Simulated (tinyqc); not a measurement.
Pariser-Parr-Pople SCF with singles CI, for the molecule Fc1[cH+]c1Cl (SMILES; centres numbered as the heavy atoms are written), step by step. One step of it, computed by the program tinyqc.

Problem. Iteration 1: Fock matrix. F_rr = H_rr + P_rr gamma_rr / 2 + sum_(s != r) P_ss gamma_rs; F_rs = H_rs - P_rs gamma_rs / 2; E = tr P (H + F) / 2 + core repulsion sum_(r<s) z_r z_s gamma_rs.

P at the start:
```
,1F,2C,3C,4C,5Cl
1F,1.563041,0.696707,-0.380392,-0.216420,0.077777
2C,0.696707,0.883813,0.546613,0.418885,-0.163861
3C,-0.380392,0.546613,0.995241,0.641692,-0.380427
4C,-0.216420,0.418885,0.641692,0.869881,0.590761
5Cl,0.077777,-0.163861,-0.380427,0.590761,1.688024
```

core matrix H (eV):
```
,1F,2C,3C,4C,5Cl
1F,-65.173432,-2.100000,0.000000,0.000000,0.000000
2C,-2.100000,-53.401638,-2.390000,-2.390000,0.000000
3C,0.000000,-2.390000,-46.135681,-2.390000,0.000000
4C,0.000000,-2.390000,-2.390000,-52.047033,-1.590000
5Cl,0.000000,0.000000,0.000000,-1.590000,-50.928858
```

repulsion gamma_rs (eV):
```
,1F,2C,3C,4C,5Cl
1F,21.400000,8.694819,5.060997,5.060667,3.678474
2C,8.694819,11.130000,7.554960,7.553862,4.871589
3C,5.060997,7.554960,11.130000,7.554960,4.871883
4C,5.060667,7.553862,7.554960,11.130000,7.828438
5Cl,3.678474,4.871589,4.871883,7.828438,13.000000
```

Centres (angstrom, eV; a flat drawing with bonds scaled to 1.40 angstrom):
```
centre,x,y,core charge z,W,gamma_rr
1F,1.912000,-0.662000,2,39.000000,21.400000
2C,0.700000,0.038000,1,11.160000,11.130000
3C,0.000000,1.250000,1,11.160000,11.130000
4C,-0.700000,0.038000,1,11.160000,11.130000
5Cl,-1.912000,-0.662000,2,26.000000,13.000000
```

Give: F; pi energy.

Solution.

F (eV):
```
,1F,2C,3C,4C,5Cl
1F,-25.116,-5.129,0.963,0.548,-0.143
2C,-5.129,-12.580,-4.455,-3.972,0.399
3C,0.963,-4.455,-11.214,-4.814,0.927
4C,0.548,-3.972,-4.814,-11.886,-3.902
5Cl,-0.143,0.399,0.927,-3.902,-18.243
```

pi energy = -124.517 eV
